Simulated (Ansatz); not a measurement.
C₂: state-averaged CASSCF

Calculated in Ansatz's Gaussian-basis code. State-averaged CASSCF with equal weights; occupations are averaged over the states; levels count from the state that is lowest in CASSCF. Solutions may break the symmetry of the shape. Lower solutions, or ones in other orbitals, may exist. The average may hold one member of a degenerate pair alone.

Geometry: bond length 1.2561 Å.

Basis cc-pVDZ, nonrelativistic, 2 orbitals frozen in the corrections; active space CAS(8,8). Averaged: 2 singlets.

(1) Give the levels in order.

## Answers

(1) 

| state | CASSCF (eV) | SC-NEVPT2 (eV) |
| --- | --- | --- |
| singlet | 0.000 | 0.000 |
| singlet | 1.886 | 1.414 |

Occupations: 1.98, 1.91, 1.76, 1.44, 0.71, 0.10, 0.07, 0.02.
